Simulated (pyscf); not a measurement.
Thermochemistry of product channels of [Cl–V(Cl)(Cl)–Cl]• (SMILES [Cl][V]([Cl])([Cl])[Cl]) + H• (SMILES [H]) on the triplet surface, in kJ/mol, from ωB97M-D3(BJ)/def2-TZVP energies (ideal gas, 1 atm, RRHO with modes under 100 cm⁻¹ raised to 100, one conformer, R ln 2 for chiral ones without a mode under 150 cm⁻¹). Single points on ωB97X-D3(BJ)/def2-SVP structures (PySCF, gas phase).

```json
[
 {"products": "Cl–V(Cl)–Cl (SMILES [Cl][V]([Cl])[Cl]) [triplet] + HCl (SMILES Cl)", "ΔE": "-177.6", "ΔH(298 K)": "-165.9", "ΔG(900 K)": "-207.2", "ΔG(1200 K)": "-217.4"},
 {"products": "[Cl–VH(Cl)–Cl]• (SMILES [Cl][VH]([Cl])[Cl]) + Cl• (SMILES [Cl])", "ΔE": "+96.9", "ΔH(298 K)": "+106.9", "ΔG(900 K)": "+83.0", "ΔG(1200 K)": "+76.7"}
]
```

These are energies of the channels, which say nothing of barriers. Left out: orbital degeneracy and the spin-orbit lowering of Cl. Open-shell species with a d-block atom are single-reference here; other states, and whether the spin sits on metal or ligand, were not checked.
